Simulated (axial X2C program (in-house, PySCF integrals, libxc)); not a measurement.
# LiMg: cheaper levels and CCSD(T), two-component

Calculated with an axial X2C code built on PySCF integrals. Two-component (2c) means X2C with spin–orbit coupling and atomic mean-field two-electron Coulomb and Gaunt terms. Basis: Mg dyall-cv3z [9s8p6d3f], Li dyall-cv3z [7s8p2d] (cores contracted in-house); Gaussian nuclei, density fitting, unrestricted open shells. Masses: Mg 23.985 u, Li 7.016 u.

State: Ω = 1/2 (⟨Sz⟩ = 0.50, ⟨Lz⟩ = 0.00 at HF); fragments Mg + Li.

| level | Re (Å) | ωe (cm⁻¹) | De (eV) |
| --- | --- | --- | --- |
| PBE0 | 3.082 | 200.1 | 0.274 |
| HF | 3.419 | 99.9 | 0.012 |
| MP2 | 3.245 | 123.2 | 0.044 |
| CCSD | 3.144 | 167.6 | 0.144 |
| r2SCAN0 | 3.086 | 201.2 | 0.324 |

Correlated methods: 3 electrons correlated (number of frozen shells: Mg 2 s, 1 p; Li 1 s), 217 virtual spin orbitals or spinors in MP2, 59 natural virtuals in coupled cluster.

CCSD(T), same Hamiltonian and basis:

Re = 3.123 Å, ωe = 175.7 cm⁻¹, De = 0.17 eV; T1 = 0.059 (Lee–Taylor normalisation).

(1) Give the differences from CCSD(T) in the columns below.

The state is one determinant whose occupation by symmetry is held fixed; it was picked as the lowest of a PBE0 search that is not exhaustive. De is counted from the lowest determinant-based energies of the atoms at the same level, without counterpoise correction. Density functionals use the spin component along the axis (collinear). CCSD and (T) use frozen natural virtuals with an MP2 correction for the truncation; (T) itself is uncorrected, so its De runs slightly low. The determinant is spin-polarised beyond a pure state at some levels (its spin-free form has ⟨S²⟩ too high), which makes Re and μ there less reliable. The T1 diagnostic is large, a sign of multireference character. The levels of this run spread widely (ωe from 123 to 201 cm⁻¹), so these constants depend on the method. The bond is weak, and without diffuse functions and with truncated virtuals even CCSD(T) can be tens of per cent off in De.

Results:

(1) 

| level | ΔRe (Å) | Δωe (cm⁻¹) |
| --- | --- | --- |
| PBE0 | -0.041 | 24.4 |
| HF | 0.296 | -75.8 |
| MP2 | 0.122 | -52.5 |
| CCSD | 0.021 | -8.1 |
| r2SCAN0 | -0.037 | 25.5 |
